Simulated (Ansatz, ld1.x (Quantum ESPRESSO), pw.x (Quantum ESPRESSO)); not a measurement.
## Ta (Z = 73): does the TM potential hold in the solid?

tantalum (Ta), norm-conserving Troullier–Martins (Kleinman–Bylander form), made with ld1.x (Quantum ESPRESSO) 7.5 (PBE, scalar-relativistic). Core [Xe] 4f14, reference 5d3 6s2 6p0. Waves: 6s (bound): rc 2.20 bohr; 5d (bound): rc 2.10 bohr; 6p (bound, empty): rc 3.40 bohr. Local part: the p channel. Core correction: none.

Crystal test: bcc Ta in pw.x 7.5, no spin, 14³ k-points, Fermi–Dirac smearing 0.01 Ry, cutoffs 45/180 Ry. The reference is all-electron LAPW (Ansatz 0.2.0) with the same functional, mesh and smearing; V0 and B0 come from Birch–Murnaghan fits to the pressures at five volumes. Errors are pseudo minus all-electron; Δ is the rms difference of the E(V) curves that follow from these fits, minima aligned, over ±6 % about the mean V0. Mesh and smearing are coarse, so the numbers serve the comparison and aren't converged zero-temperature values; the lattice is a test structure that the element need not adopt.

```json
{"V (Å³/atom)": "17.282", "P all-electron (GPa)": "12.43", "P pseudo (GPa)": "42.74"}
{"V (Å³/atom)": "17.737", "P all-electron (GPa)": "6.48", "P pseudo (GPa)": "34.36"}
{"V (Å³/atom)": "18.192", "P all-electron (GPa)": "1.22", "P pseudo (GPa)": "26.91"}
{"V (Å³/atom)": "18.647", "P all-electron (GPa)": "-3.44", "P pseudo (GPa)": "20.28"}
{"V (Å³/atom)": "19.102", "P all-electron (GPa)": "-7.57", "P pseudo (GPa)": "14.37"}
```

All-electron: a0 = 3.321 Å (V0 = 18.31 Å³/atom), B0 = 193.2 GPa.

Pseudopotential: mean pressure error (GPa): +25.91. The pressure does not cross zero within the volumes sampled, so no fit is given. The largest radius (3.40 bohr) exceeds half the bond length (2.71 bohr), so the spheres overlap, which is one possible source of error among others. This is a poor potential for the solid.

Q: At the middle volume, how do free energy and pressure move when the wave cutoff is lowered (ecutrho kept at four times it)?

A:

| cutoff (Ry) | shift of F (meV/atom) | shift of P (GPa) |
| --- | --- | --- |
| 20 | +812.0 | -24.88 |
| 27 | +73.3 | -3.79 |
| 36 | +2.8 | +0.07 |

Input at the middle volume:

```
&control
  calculation='scf', prefix='x', pseudo_dir='./', outdir='./tmp', tstress=.true., disk_io='none'
/
&system
  ibrav=0, nat=1, ntyp=1, ecutwfc=45, ecutrho=180, nbnd=9,
  occupations='smearing', smearing='fd', degauss=0.01
/
&electrons
  conv_thr=1e-09, mixing_beta=0.4, electron_maxstep=70
/
ATOMIC_SPECIES
Ta 1.0 Ta.UPF
CELL_PARAMETERS angstrom
  -1.65681297 1.65681297 1.65681297
  1.65681297 -1.65681297 1.65681297
  1.65681297 1.65681297 -1.65681297
ATOMIC_POSITIONS crystal
Ta 0.0000 0.0000 0.0000
K_POINTS automatic
14 14 14 0 0 0
```

```bash
pw.x < Ta.scf.in > Ta.scf.out
```

Lines of the output:

```
Message from routine setup:
     using ibrav=0 with symmetry is DISCOURAGED, use correct ibrav instead
     lattice parameter (alat)  =       5.4229  a.u.
     unit-cell volume          =     122.7657 (a.u.)^3
     number of electrons       =         5.00
     number of Kohn-Sham states=            9
     kinetic-energy cutoff     =      45.0000  Ry
     charge density cutoff     =     180.0000  Ry
     scf convergence threshold =      1.0E-09
     Exchange-correlation= PBE
     number of k points=   104  Fermi-Dirac smearing, width (Ry)=  0.0100
     iteration #  1     ecut=    45.00 Ry     beta= 0.40
     total energy              =     -10.01523071 Ry
     estimated scf accuracy    <       0.00875844 Ry
     iteration #  2     ecut=    45.00 Ry     beta= 0.40
     total energy              =     -10.01523374 Ry
     estimated scf accuracy    <       0.00206377 Ry
     iteration #  3     ecut=    45.00 Ry     beta= 0.40
     total energy              =     -10.01557033 Ry
     estimated scf accuracy    <       0.00006875 Ry
     iteration #  4     ecut=    45.00 Ry     beta= 0.40
     total energy              =     -10.01558800 Ry
     estimated scf accuracy    <       0.00000051 Ry
     iteration #  5     ecut=    45.00 Ry     beta= 0.40
     total energy              =     -10.01558813 Ry
     estimated scf accuracy    <       0.00000010 Ry
     iteration #  6     ecut=    45.00 Ry     beta= 0.40
     the Fermi energy is    12.0938 ev
!    total energy              =     -10.01558814 Ry
     estimated scf accuracy    <          1.1E-10 Ry
     smearing contrib. (-TS)   =      -0.00559239 Ry
     The total energy is F=E-TS. E is the sum of the following terms:
     one-electron contribution =       7.51473141 Ry
     hartree contribution      =       0.06508871 Ry
     xc contribution           =      -3.06041929 Ry
     ewald contribution        =     -14.52939660 Ry
     convergence has been achieved in   6 iterations
          total   stress  (Ry/bohr**3)                   (kbar)     P=      269.15
     Message from routine punch:
     Nothing written, as per user request (disk_io='none')
```

The run at the middle volume (104 k-points, 6 iterations) took about 4.6 s on one core of a shared host (Neoverse-V2, 192 threads, 1485 GiB, load 97).
